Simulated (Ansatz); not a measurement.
# PHS+ (doublet): the correlation ladder, def2-QZVPP

One table from this session's results is given with a row withheld; the runs are named, their logs left out.

Program: Ansatz 0.2.0, Gaussian basis. Level of theory: def2-QZVPP, core rule «outside noble gas», up to 10 orbitals frozen. These are calculated values, not measurements.

To be run: UHF; ROHF; CCSD(T) on UHF.

2 further runs of the same task are left out: 2 set aside as unsound or not needed.

### The system

The geometry is a PBE0/def2-TZVP stationary point (not a proven minimum) of the parent state, kept for this charge and spin.

3 atoms, charge 1, spin multiplicity 2.

Atoms are counted from 1 here; the program's logs count them from 0.

Bond lengths: P1–S2 1.921 Å, P1–H3 1.443 Å. Angles: S2–P1–H3 102.0°.

As a file:

```xyz
3
HPS
P     0.0000   -0.0816    0.9537
S     0.0000    0.0377   -0.9634
H     0.0000    1.3089    1.3404
```

The first run:

Input file in.yaml:

```yaml
crystal:
  periodic: [false, false, false]
  atoms:
    - {symbol: P, position_ang: [0.000000, -0.081643, 0.953681]}
    - {symbol: S, position_ang: [0.000000, 0.037722, -0.963359]}
    - {symbol: H, position_ang: [0.000000, 1.308856, 1.340359]}
basis:
  gaussian: {orbitals: "def2-QZVPP.json"}
total_charge: 1
magnetization: {spin_polarized: true, initial_magnetization: 1}
hamiltonian: {xc: hf}
output: {orbitals: {seedname: orbitals}}
```

Launch:

```
ansatz run in.yaml --threads 1 --pin off --events-out ev --progress --plain --max-ram 2393MiB
```

Among the steps run: UHF; ROHF; CCSD(T) on UHF.

One table of the session follows, with a row left open; its other results are not shown here.

```
  method  from UCCSD(T) (meV)
    ROHF              +9698.1
     UHF              +9458.1
    UMP2                    ?
   UCCSD               +548.3
UCCSD(T)                    0
```

Estimate the missing values for UMP2.

The run gave: from UCCSD(T) (meV): +1606.5. In the column «from UCCSD(T) (meV)» it lies between UCCSD (+548.3) and UHF (+9458.1).
